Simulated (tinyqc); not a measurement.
Inside a calculation. Method: Hueckel theory of the pi electrons, for the molecule C=C1C=CC=C1 (SMILES; centres numbered as the heavy atoms are written). One step of it, computed by the program tinyqc.

Problem. Orbitals. Diagonalise; E = alpha + x beta with beta < 0, so the largest x are filled first; degenerate levels share their electrons. P = sum n_i c_ri c_si; each orbital has its largest coefficient positive (the first on a tie).

Hueckel matrix in units of beta (H = alpha + beta A), order 1C, 2C, 3C, 4C, 5C, 6C:
$$\begin{pmatrix}
0.000000 & 1.000000 & 0.000000 & 0.000000 & 0.000000 & 0.000000 \\
1.000000 & 0.000000 & 1.000000 & 0.000000 & 0.000000 & 1.000000 \\
0.000000 & 1.000000 & 0.000000 & 1.000000 & 0.000000 & 0.000000 \\
0.000000 & 0.000000 & 1.000000 & 0.000000 & 1.000000 & 0.000000 \\
0.000000 & 0.000000 & 0.000000 & 1.000000 & 0.000000 & 1.000000 \\
0.000000 & 1.000000 & 0.000000 & 0.000000 & 1.000000 & 0.000000
\end{pmatrix}$$

pi electrons, sum of z_r less the charge = 6

Give: x values; occupations; coefficients; charge and bond-order matrix P.

Solution.

x values: [2.115, 1.000, 0.618, -0.254, -1.618, -1.861]

occupations: [2.000, 2.000, 2.000, 0.000, 0.000, 0.000]

coefficients, order 1C, 2C, 3C, 4C, 5C, 6C:
$$\begin{pmatrix}
0.247 & 0.500 & 0.000 & 0.749 & 0.000 & -0.357 \\
0.523 & 0.500 & 0.000 & -0.190 & 0.000 & 0.664 \\
0.429 & 0.000 & 0.602 & -0.351 & -0.372 & -0.439 \\
0.385 & -0.500 & 0.372 & 0.280 & 0.602 & 0.153 \\
0.385 & -0.500 & -0.372 & 0.280 & -0.602 & 0.153 \\
0.429 & 0.000 & -0.602 & -0.351 & 0.372 & -0.439
\end{pmatrix}$$

charge and bond-order matrix P, order 1C, 2C, 3C, 4C, 5C, 6C:
$$\begin{pmatrix}
0.622 & 0.759 & 0.212 & -0.310 & -0.310 & 0.212 \\
0.759 & 1.047 & 0.449 & -0.097 & -0.097 & 0.449 \\
0.212 & 0.449 & 1.092 & 0.778 & -0.116 & -0.355 \\
-0.310 & -0.097 & 0.778 & 1.073 & 0.520 & -0.116 \\
-0.310 & -0.097 & -0.116 & 0.520 & 1.073 & 0.778 \\
0.212 & 0.449 & -0.355 & -0.116 & 0.778 & 1.092
\end{pmatrix}$$
